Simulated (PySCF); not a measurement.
# OCS (carbonyl sulfide) at 4 levels

Aim: a comparison of 4 runs (HF/def2-SVP, PBE0/def2-SVP, B3LYP/6-31G*, PBE/def2-TZVP) of OCS (carbonyl sulfide). Input form: a Python script.

The calculation is run with PySCF 2.14.0.

## Step 1: Starting point

The species is OCS (3 atoms), meant as a singlet with charge 0. As SMILES, `O=C=S`. The coordinates come from a GFN2-xTB relaxation.

Bond lengths: O1–C2 1.154 Å, C2–S3 1.538 Å. Angles: O1–C2–S3 179.7°.

## Step 2: Energy and forces at HF/def2-SVP (run 1)

job.py reads:

```python
from pyscf import gto, scf

molecule = gto.Mole()
molecule.atom = '''
O    0.917690   0.682680   0.579560
C    0.092740   0.066300   0.058350
S   -1.010430  -0.748980  -0.637910
'''
molecule.verbose = 4
molecule.basis = 'def2-svp'
molecule.max_memory = 1860
molecule.build()

mf = scf.RHF(molecule)
mf.conv_tol = 1e-10
mf.kernel()
if not mf.converged:
    mf = mf.newton().run(mf.mo_coeff, mf.mo_occ)

etot = mf.e_tot
print(f'total energy: {etot:.8f} hartree')
grad = mf.nuc_grad_method().kernel()
mf.analyze()
```

Command:

```bash
$ OMP_NUM_THREADS=1 python job.py
```

Standard output:

```text
PySCF version 2.14.0

[INPUT] num. atoms = 3
[INPUT] num. electrons = 30
[INPUT] charge = 0
[INPUT] spin (= nelec alpha-beta = 2S) = 0
[INPUT] symmetry False subgroup None
[INPUT] Mole.unit = angstrom
[INPUT] Symbol           X                Y                Z      unit          X                Y                Z       unit  Magmom
[INPUT]  1 O      0.917690000000   0.682680000000   0.579560000000 AA    1.734182767252   1.290078230718   1.095209672753 Bohr   0.0
[INPUT]  2 C      0.092740000000   0.066300000000   0.058350000000 AA    0.175253200792   0.125288842059   0.110265519368 Bohr   0.0
[INPUT]  3 S     -1.010430000000  -0.748980000000  -0.637910000000 AA   -1.909435968044  -1.415367072777  -1.205475192121 Bohr   0.0

nuclear repulsion = 80.187879661178
number of shells = 20
number of NR pGTOs = 84
number of NR cGTOs = 46
basis = def2-svp
ecp = {}

[... 52 lines left out ...]
Nuclear Repulsion Energy =              80.187879661178002
[... 6 lines left out ...]
MO #1   energy= -91.9527508675501  occ= 2
[... 4 lines left out ...]
MO #6   energy= -6.67631414208028  occ= 2
[... 4 lines left out ...]
MO #11  energy= -0.662641774432138 occ= 2
[... 4 lines left out ...]
MO #16  energy= 0.128659904620078  occ= 0
[... 4 lines left out ...]
MO #21  energy= 0.643395476786808  occ= 0
[... 4 lines left out ...]
MO #26  energy= 0.864398987336027  occ= 0
[... 4 lines left out ...]
MO #31  energy= 1.07141397340528   occ= 0
[... 4 lines left out ...]
MO #36  energy= 1.70273976835126   occ= 0
[... 4 lines left out ...]
MO #41  energy= 2.96617636839555   occ= 0
[... 4 lines left out ...]
MO #46  energy= 4.0593760145951    occ= 0
[... 13 lines left out ...]
pop of  0 O 3dz^2         0.00204
pop of  0 O 3dxz          0.00388
pop of  0 O 3dx2-y2       0.00295
pop of  1 C 1s            1.99996
pop of  1 C 2s            0.93798
pop of  1 C 3s            0.01713
pop of  1 C 2px           0.90829
pop of  1 C 2py           0.85223
pop of  1 C 2pz           0.83281
pop of  1 C 3px           0.01319
pop of  1 C 3py           0.00821
pop of  1 C 3pz           0.00644
pop of  1 C 3dxy          0.00477
pop of  1 C 3dyz          0.00348
pop of  1 C 3dz^2         0.00476
pop of  1 C 3dxz          0.00478
pop of  1 C 3dx2-y2       0.00715
pop of  2 S 1s            2.00000
pop of  2 S 2s            1.99998
pop of  2 S 3s            1.73585
pop of  2 S 4s            0.01121
pop of  2 S 2px           1.99997
pop of  2 S 2py           1.99998
pop of  2 S 2pz           1.99998
pop of  2 S 3px           1.31908
pop of  2 S 3py           1.45785
pop of  2 S 3pz           1.50103
pop of  2 S 4px           0.00597
pop of  2 S 4py           0.00378
pop of  2 S 4pz           0.00308
pop of  2 S 3dxy          0.00721
pop of  2 S 3dyz          0.00429
pop of  2 S 3dz^2         0.00458
pop of  2 S 3dxz          0.00643
pop of  2 S 3dx2-y2       0.00675
 ** Mulliken atomic charges  **
charge of    0O =     -0.33178
charge of    1C =      0.39880
charge of    2S =     -0.06702
Dipole moment(X, Y, Z, Debye): -0.52905, -0.40063, -0.33469
```

It took 1.2 s on 1 thread of Intel Xeon Platinum 8375C at 2.90GHz (Ice Lake), shared host; peak memory 0.12 GiB.

## Step 3: Energy and forces at PBE0/def2-SVP (run 2)

calc.py reads:

```python
import pyscf.grad
from pyscf import gto, dft

mol = gto.Mole()
mol.atom = 'O 0.917690 0.682680 0.579560; C 0.092740 0.066300 0.058350; S -1.010430 -0.748980 -0.637910'
mol.basis = 'def2-svp'
mol.spin = 0
mol.charge = 0
mol.verbose = 4
mol.max_memory = 1860
mol.build()

ks = dft.RKS(mol)
ks.xc = 'pbe0'
ks.conv_tol = 1e-10
ks.grids.level = 5
ks.kernel()
if not ks.converged:
    ks = ks.newton().run(ks.mo_coeff, ks.mo_occ)

energy = ks.e_tot
print('E(%s) = %.9f' % ('PBE0', energy))
grad = ks.Gradients().kernel()
dip = ks.dip_moment()
pop, q = ks.mulliken_pop()
```

Command:

```bash
$ OMP_NUM_THREADS=1 python calc.py
```

Standard output:

```text
PySCF version 2.14.0

[INPUT] num. atoms = 3
[INPUT] num. electrons = 30
[INPUT] charge = 0
[INPUT] spin (= nelec alpha-beta = 2S) = 0
[INPUT] symmetry False subgroup None
[INPUT] Mole.unit = angstrom
[INPUT] Symbol           X                Y                Z      unit          X                Y                Z       unit  Magmom
[INPUT]  1 O      0.917690000000   0.682680000000   0.579560000000 AA    1.734182767252   1.290078230718   1.095209672753 Bohr   0.0
[INPUT]  2 C      0.092740000000   0.066300000000   0.058350000000 AA    0.175253200792   0.125288842059   0.110265519368 Bohr   0.0
[INPUT]  3 S     -1.010430000000  -0.748980000000  -0.637910000000 AA   -1.909435968044  -1.415367072777  -1.205475192121 Bohr   0.0

nuclear repulsion = 80.187879661178
number of shells = 20
number of NR pGTOs = 84
number of NR cGTOs = 46
basis = def2-svp
ecp = {}

[... 50 lines left out ...]
converged SCF energy = -511.065751416483
[... 11 lines left out ...]
Dipole moment(X, Y, Z, Debye): -0.44588, -0.33559, -0.28191
[... 11 lines left out ...]
pop of  0 O 3dyz          0.00347
pop of  0 O 3dz^2         0.00380
pop of  0 O 3dxz          0.00507
pop of  0 O 3dx2-y2       0.00563
pop of  1 C 1s            1.98713
pop of  1 C 2s            0.98784
pop of  1 C 3s            0.10865
pop of  1 C 2px           0.70351
pop of  1 C 2py           0.64124
pop of  1 C 2pz           0.61962
pop of  1 C 3px           0.19182
pop of  1 C 3py           0.23803
pop of  1 C 3pz           0.25291
pop of  1 C 3dxy          0.01766
pop of  1 C 3dyz          0.01390
pop of  1 C 3dz^2         0.02038
pop of  1 C 3dxz          0.01846
pop of  1 C 3dx2-y2       0.03070
pop of  2 S 1s            1.99944
pop of  2 S 2s            1.98581
pop of  2 S 3s            1.24856
pop of  2 S 4s            0.67023
pop of  2 S 2px           1.97516
pop of  2 S 2py           1.97606
pop of  2 S 2pz           1.97632
pop of  2 S 3px           0.58515
pop of  2 S 3py           0.61363
pop of  2 S 3pz           0.62192
pop of  2 S 4px           0.69970
pop of  2 S 4py           0.81377
pop of  2 S 4pz           0.84896
pop of  2 S 3dxy          0.02010
pop of  2 S 3dyz          0.01120
pop of  2 S 3dz^2         0.01060
pop of  2 S 3dxz          0.01730
pop of  2 S 3dx2-y2       0.01550
 ** Mulliken atomic charges  **
charge of    0O =     -0.07873
charge of    1C =      0.16814
charge of    2S =     -0.08941
```

Wall time 5.1 s (1 thread of Intel Xeon Platinum 8375C at 2.90GHz (Ice Lake), shared host); peak memory 0.48 GiB.

Run 3 isn't shown in full; the table further down has it.

## Step 4: Energy and forces at PBE/def2-TZVP (run 4)

geometry.xyz reads:

```xyz
3
COS
O      0.917690     0.682680     0.579560
C      0.092740     0.066300     0.058350
S     -1.010430    -0.748980    -0.637910
```

input.py reads:

```python
import pyscf.grad
from pyscf import gto, dft

mol = gto.M(
    atom='geometry.xyz',
    basis='def2-tzvp',
    charge=0,
    spin=0,
    verbose=3,
    max_memory=1860,
)

mf = dft.RKS(mol)
mf.xc = 'pbe'
mf.conv_tol = 1e-10
mf.grids.level = 5
mf.kernel()
if not mf.converged:
    mf = mf.newton().run(mf.mo_coeff, mf.mo_occ)

energy = mf.e_tot
print('Final energy', energy)
grad = mf.Gradients().kernel()
mf.analyze()
```

Command:

```bash
$ OMP_NUM_THREADS=1 python input.py
```

Standard output:

```text
converged SCF energy = -511.316683974696
Final energy -511.3166839746961
[... 15 lines left out ...]
MO #9   energy= -0.758918524239306 occ= 2
[... 8 lines left out ...]
MO #18  energy= 0.0119714172999181 occ= 0
[... 8 lines left out ...]
MO #27  energy= 0.273281520033951  occ= 0
[... 8 lines left out ...]
MO #36  energy= 0.673282888030066  occ= 0
[... 8 lines left out ...]
MO #45  energy= 1.35907422857106   occ= 0
[... 8 lines left out ...]
MO #54  energy= 1.70770900697122   occ= 0
[... 8 lines left out ...]
MO #63  energy= 2.20402976917106   occ= 0
[... 8 lines left out ...]
MO #72  energy= 2.90103254784145   occ= 0
[... 8 lines left out ...]
MO #81  energy= 4.61428134905601   occ= 0
[... 8 lines left out ...]
MO #90  energy= 6.35593816600333   occ= 0
[... 8 lines left out ...]
MO #99  energy= 43.4041754482384   occ= 0
[... 4 lines left out ...]
Dipole moment(X, Y, Z, Debye): -0.53901, -0.40214, -0.34050
```

It took 16 s on 1 thread of Intel Xeon Platinum 8375C at 2.90GHz (Ice Lake), shared host; peak memory 0.97 GiB.

## Step 5: Overview of the runs

```tsv
run	level	integration grid	Cartesian functions	energy (Eh)	dipole moment (D)	HOMO energy (eV)	LUMO energy (eV)	wall time
1	HF/def2-SVP	–	no	-510.061536	0.74	-11.46	3.50	1.2 s
2	PBE0/def2-SVP	5	no	-511.065751	0.63	-8.64	-0.49	5.1 s
3	B3LYP/6-31G* (Cartesian functions)	5	yes	-511.534028	0.50	-8.33	-0.72	6.3 s
4	PBE/def2-TZVP	5	no	-511.316684	0.75	-7.47	-1.75	16 s
```

## Step 6: Outcome

| quantity | value |
| --- | --- |
| run 4: total energy | -511.31668 Eh |
| run 4: dipole moment | 0.75 D |
| run 4: HOMO energy | -7.47 eV |
| run 4: LUMO energy | -1.75 eV |
| run 4: HOMO–LUMO gap | 5.72 eV |
| run 4: largest force on an atom | 1.644 eV/Å |

What this shows: The dipole moment (its size) runs from 0.50 D (B3LYP/6-31G*) to 0.75 D (PBE/def2-TZVP). The two ends differ in method and basis. The HOMO–LUMO gap runs from 5.72 eV (PBE/def2-TZVP) to 14.96 eV (HF/def2-SVP). Totals of different functionals can't be ranked against each other. All runs together took 28 s, the longest 16 s.
